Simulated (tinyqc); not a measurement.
Worked calculation: Hueckel theory of the pi electrons, for the molecule N=CO (SMILES; centres numbered as the heavy atoms are written). One step of it, computed by the program tinyqc.

Question. Orbitals. Diagonalise; E = alpha + x beta with beta < 0, so the largest x are filled first; degenerate levels share their electrons. P = sum n_i c_ri c_si; each orbital has its largest coefficient positive (the first on a tie).

Hueckel matrix in units of beta (H = alpha + beta A), order 1N, 2C, 3O:
$$\begin{pmatrix}
0.500000 & 1.000000 & 0.000000 \\
1.000000 & 0.000000 & 0.800000 \\
0.000000 & 0.800000 & 2.000000
\end{pmatrix}$$

pi electrons, sum of z_r less the charge = 4

Give: x values; occupations; coefficients; charge and bond-order matrix P.

Answer.

x values: [2.3530, 1.0692, -0.9222]

occupations: [2.0000, 2.0000, 0.0000]

coefficients, order 1N, 2C, 3O:
$$\begin{pmatrix}
0.2129 & 0.7998 & -0.5613 \\
0.3944 & 0.4552 & 0.7982 \\
0.8939 & -0.3913 & -0.2185
\end{pmatrix}$$

charge and bond-order matrix P, order 1N, 2C, 3O:
$$\begin{pmatrix}
1.3699 & 0.8961 & -0.2453 \\
0.8961 & 0.7256 & 0.3489 \\
-0.2453 & 0.3489 & 1.9045
\end{pmatrix}$$
